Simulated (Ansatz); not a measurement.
What does this script print? It uses Ansatz 0.2.0, Python API.

`pa.py`:
```python
"""Proton affinity of H5NOSi at one site."""

import warnings

import ansatz as az
import numpy as np

params = {
    "basis": "6-31G*",
    "method": "mp2",
    "net_charge": 1,
    "force_tol": 0.01,
}


def main() -> None:
    warnings.simplefilter("ignore", az.DeckWarning)

    geometry_ang = [
        ("N", (-0.7726, 0.7439, -0.7554)),
        ("Si", (0.4904, 0.1996, 0.1079)),
        ("O", (-0.0774, -1.264, 0.6131)),
        ("H", (-0.9679, 0.1142, -1.488)),
        ("H", (-1.6245, 0.7826, -0.1652)),
        ("H", (0.7477, 1.0952, 1.2629)),
        ("H", (1.673, 0.0264, -0.7868)),
        ("H", (0.6235, -1.7551, 1.1557)),
    ]
    system = az.Crystal.molecule()
    for symbol, xyz in geometry_ang:
        system = system.atom(symbol, xyz)

    calc = (
        system.calculation()
        .basis(gaussian=params["basis"])
        .correlation(params["method"])
    )
    symbols = [site.symbol for site in system.cartesian_sites]
    start = np.array([site.position_ang for site in system.cartesian_sites], dtype=float)
    data = calc.relax(force_tolerance=0.01).run(threads=1, pin="off").report
    end = np.array(data["positions_ang"])

    # start the new hydrogen opposite the existing bonds
    away = sum((end[2] - end[j]) / np.linalg.norm(end[2] - end[j]) for j in [1, 7]) + np.array([0.15, 0.1, -0.2])
    proton = end[2] + 1.0 * away / np.linalg.norm(away)
    acid = az.Crystal.molecule()
    for symbol, place in zip(symbols, end):
        acid = acid.atom(symbol, place.tolist())
    acid = acid.atom("H", proton.tolist())
    protonated = (
        acid.calculation()
        .basis(gaussian=params["basis"])
        .correlation(params["method"])
        .charge(params["net_charge"])
        .relax(force_tolerance=params["force_tol"], max_steps=80)
    )
    after = protonated.run(threads=1, pin="off").report
    xyz = np.array(after["positions_ang"])
    reach = np.linalg.norm(xyz[:-1] - xyz[-1], axis=1)
    print(f"base {data['free_energy_ev']:.5f} eV, protonated {after['free_energy_ev']:.5f} eV")
    print(f"the proton ends {reach.min():.3f} A from {symbols[reach.argmin()]}{reach.argmin()}")
    print(f"electronic proton affinity {(data['free_energy_ev'] - after['free_energy_ev']):.3f} eV")


if __name__ == "__main__":
    main()
```

```console
$ python pa.py
base -11472.98286 eV, protonated -11481.56570 eV
the proton ends 0.981 A from O2
electronic proton affinity 8.583 eV
```

Total energies depend on the basis set; only differences at equal settings carry meaning. The proton is put on one chosen atom, which needn't be the most basic site, so the molecule's proton affinity can be higher; the ends are stationary points, not checked by frequencies, and zero-point and thermal terms count only where printed. Wall time of the script: 65 s on 1 thread of Intel(R) Xeon(R) CPU @ 2.60GHz (Ice Lake), on a shared host, peak memory 0.21 GiB.
